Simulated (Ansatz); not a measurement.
Geometry optimisation, RHF/6-31G* (Ansatz 0.2.0).

Input:

```yaml
crystal:
  periodic: [false, false, false]
  atoms:
    - { symbol: B, position_ang: [0.0, 0.0, 0.0] }
    - { symbol: "N", position_ang: [0.0, 0.0, 1.55] }
    - { symbol: H, position_ang: [-0.877, -0.2713, 2.08] }
    - { symbol: H, position_ang: [0.877, 0.2713, 2.08] }
    - { symbol: C, position_ang: [1.3856, 0.0, -0.8] }
    - { symbol: H, position_ang: [1.7152, -1.0462, -0.9702] }
    - { symbol: H, position_ang: [1.2491, 0.508, -1.7774] }
    - { symbol: H, position_ang: [2.1552, 0.5381, -0.2082] }
    - { symbol: H, position_ang: [-1.0305, 0.0, -0.595] }
basis:
  gaussian: { orbitals: "6-31G*" }
hamiltonian:
  xc: hf
relax:
  f_tol: 0.02
  max_steps: 40
```

Command:

```bash
$ ansatz run input.yaml --threads 1 --pin off --max-ram 2048MiB --backend cpu --events-out ev --progress --plain --runs-dir out
```

Problem. Where does it end, and by what steps?

Solution. The run converged. After 6 steps the energy has fallen by 0.784 eV; H9 moved furthest, 0.40 Å.

| step | energy less start (eV) | largest force component (eV/Å) | accepted |
| --- | --- | --- | --- |
| 0 | 0.0000 | 3.881 | yes |
| 1 | -0.6739 | 1.804 | yes |
| 2 | -0.7422 | 1.539 | yes |
| 3 | -0.7700 | 0.677 | yes |
| 4 | -0.7806 | 0.203 | yes |
| 5 | -0.7830 | 0.106 | yes |
| 6 | -0.7845 | 0.007 | yes |

```xyz
9
Properties=species:S:1:pos:R:3
B 0.032 -0.114 0.076
N -0.011 0.079 1.457
H -0.847 0.001 1.991
H 0.791 0.305 2.003
C 1.380 0.010 -0.752
H 1.606 -0.932 -1.250
H 1.277 0.751 -1.543
H 2.244 0.282 -0.150
H -0.997 -0.381 -0.474
```

Whether the end is a true minimum wasn't checked by a vibrational analysis.

Run time: 7 s on 1 thread of Arm Neoverse V2, with other jobs on the host, peak memory 0.12 GiB.
